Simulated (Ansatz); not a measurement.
`O[SiH2][AlH2]` + SiH₄ → `[AlH2][SiH2][SiH3]` + H₂O at 500 K and 1 bar (formal exchange of groups at the Si–O bond).

Calculated with Ansatz (gas phase, PBE0-D4/def2-TZVP geometries, no zero-point term in ΔE). CCSD(T)/CBS is the MP2 limit (def2-TZVPP, def2-QZVPP) plus CCSD(T) − MP2 in def2-TZVPP, frozen cores. This one scheme is used for every species. Each species was taken in one conformer, which may not be the lowest.

| species | CCSD(T)/CBS energy (Eh) | H − E (kJ/mol) | S (J/(mol·K)) |
| --- | --- | --- | --- |
| `O[SiH2][AlH2]` | -609.28590 | 156.5 | 380.0 |
| SiH₄ | -291.46306 | 102.4 | 230.9 |
| `[AlH2][SiH2][SiH3]` | -824.34741 | 193.2 | 429.4 |
| H₂O | -76.37941 | 73.2 | 206.3 |

H − E and S are ideal-gas, rigid-rotor, harmonic terms from PBE0-D4/def2-TZVP, for one conformer and one mirror image of each species. 1 Eh = 2625.50 kJ/mol, R = 8.31446 J/(mol·K).

Question: By hand: ΔE, ΔH, ΔS and ΔG.

Answer: ΔE = (-824.34741) + (-76.37941) − (-609.28590) − (-291.46306) = 0.02214 Eh = 58.1 kJ/mol. Δ(H − E) = 193.2 + 73.2 − 156.5 − 102.4 = 7.5, so ΔH = 65.6 kJ/mol. ΔS = 429.4 + 206.3 − 380.0 − 230.9 = 24.8 J/(mol·K). ΔG = 65.6 − 500 × (24.8)/1000 = 53.2 kJ/mol.

Question: By hand: the equilibrium constant, and the temperature at which ΔG would vanish if ΔH and ΔS stayed fixed.

Answer: log₁₀ K = −ΔG/(RT ln 10) = -5.6. ΔG = 0 at ΔH/ΔS = 2645 K, far beyond where these terms or the molecules hold.

ΔH outweighs TΔS. A doubt of 5 kJ/mol in ΔE shifts log₁₀ K by 0.5 here. Other conformers and mirror images would add mixing entropy, several J/(mol·K) or more a flexible species. Modes under 60 cm⁻¹, often nearly free rotors, make the harmonic entropy too high. These are equilibria of isolated gas molecules and say nothing of rates. Largest T1 diagnostic: 0.013 (customary marks: 0.02 for closed shells, 0.045 for open ones).
